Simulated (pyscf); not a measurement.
This saddle point was located with ωB97X-D3(BJ)/def2-SVP in PySCF.

```xyz
6

Pb     0.1932     1.6764     0.1126
H      0.7213     0.2196    -1.4984
H      1.6205     1.0123     1.0906
O     -0.8056    -0.3772     0.0896
H      0.0946    -0.2417    -0.9413
H     -0.4214    -0.9864     0.7342
```
Charge 0, spin multiplicity 1.

Surface: singlet, charge 0. Lowest wavenumbers (cm⁻¹): 1164i, 404, 456, 523, 582.

Name the species on either side of this saddle.

`[PbH2]` [singlet] + `[OH2]` ⇌ `[OH][PbH]` [singlet] + `[H][H]`, a four-centre exchange read from left to right: H–Pb, H–O broken and O–Pb, H–H formed. At ωB97M-D3(BJ)/def2-TZVP it lies +38.8 kJ/mol from the left side and +73.8 kJ/mol from the right (each side as separated species at their lowest minima found). On the reactant side the descent ends in a bound adduct, 62.2 kJ/mol under the separated species and 89.2 kJ/mol under the saddle at ωB97X-D3(BJ)/def2-TZVP. At the saddle there is also a short H–Pb contact that neither side keeps. At ωB97X-D3(BJ)/def2-TZVP the barrier from the zero used here is 27.0 kJ/mol. This is the saddle that the search found; another between the same sides may lie lower. Elements past Kr carry the def2 core potentials, without spin-orbit coupling.
